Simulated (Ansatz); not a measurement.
C3H4FN, SMILES `N=C=CCF`. Total charge 0; spin multiplicity 1.

```xyz
9

N    -1.453   -1.767    0.353
C    -0.560   -0.943    0.425
C     0.467   -0.135    0.440
C     0.684    0.936   -0.580
F    -0.420    1.075   -1.390
H    -2.321   -1.529    0.830
H     1.192   -0.240    1.239
H     0.871    1.900   -0.092
H     1.540    0.703   -1.224
```

Question: What are the harmonic wavenumbers in cm⁻¹ at PBE0-D4/def2-TZVP (Ansatz, finite differences of forces, unscaled)? (Estimate.)

Answer: Ansatz gave: 62, 144, 414, 424, 538, 726, 872, 907, 1025, 1046, 1100, 1155, 1258, 1405, 1441, 1506, 2161, 3031, 3070, 3201, 3497.

Question: Is this a minimum?

Answer: Yes, all 21 modes are real.

Question: Give the ideal-gas thermochemistry at 298.15 K and 1 bar (rigid rotor, harmonic oscillator; point group C1, symmetry number 1).

Answer: Zero-point energy 173.4 kJ/mol; H(298) − E = 190.1 kJ/mol; entropy 312.7 J/(mol·K), of which translation 162.4, rotation 106.7, vibration 43.7; G(298) − E = 96.9 kJ/mol. Modes under 100 cm⁻¹ are hindered rotations or soft bends, so the harmonic entropy is rough.

Question: Rotational constants (cm⁻¹)?

Answer: 0.3961, 0.1129, 0.09014.
